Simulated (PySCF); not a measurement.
Bonds broken one at a time in the series B OH-SiH3. All species are isolated molecules in the gas phase. One relaxed conformer stands for each flexible species; it need not be the lowest. Strings in code marks are SMILES.

Calculation: PBE-D3(BJ)/def2-TZVP // PBE0-D4/def2-TZVP (PySCF). 

| species | highest occupied spin orbital (eV) |
|---|---|
| radical fragment (`[OH]`) | -7.16 |
| whole molecule (`OB(O)[SiH3]` (H–O–B–Si torsion -178°, Si–B–O–H torsion 178°)) | – |
| radical fragment (`O[B][SiH3]` (H–O–B–Si torsion 180°)) | -4.07 |
| radical fragment (`[SiH3]`) | -5.32 |
| whole molecule (`OB([SiH3])[SiH3]` (H–O–B–Si torsion 0°)) | – |
| radical fragment (`[SiH3][B][SiH3]`) | [?] |

### Question
Some entries are withheld; supply them.

### Answer

- radical fragment (`[SiH3][B][SiH3]`), highest occupied spin orbital (eV): -4.57
